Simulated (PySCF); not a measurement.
Bonds broken one at a time in the series Ga F-CH3. Gas-phase values, no solvent. Strings in code marks are SMILES.

These are PBE-D3(BJ)/def2-TZVP // B3LYP-D3(BJ)/def2-TZVP in PySCF 2.14.0 values and carry that method's errors. 

```csv
species,dipole moment (D)
whole molecule (`[F][Ga]([F])[F]`),0.00
radical fragment (`[F][Ga][F]`),(withheld)
whole molecule (`[F][Ga]([F])[CH3]`),3.45
radical fragment (`[CH3]`),0.00
radical fragment (`[Ga]([CH3])[F]`),2.57
whole molecule (`[Ga]([CH3])([F])[CH3]`),(withheld)
radical fragment (`[CH3][Ga][CH3]`),0.51
whole molecule (`[CH3][Ga]([CH3])[CH3]`),0.02
```

**Question.** Fill in the missing entries.

**Answer.** 
- radical fragment (`[F][Ga][F]`), dipole moment (D): 2.22
- whole molecule (`[Ga]([CH3])([F])[CH3]`), dipole moment (D): 2.75
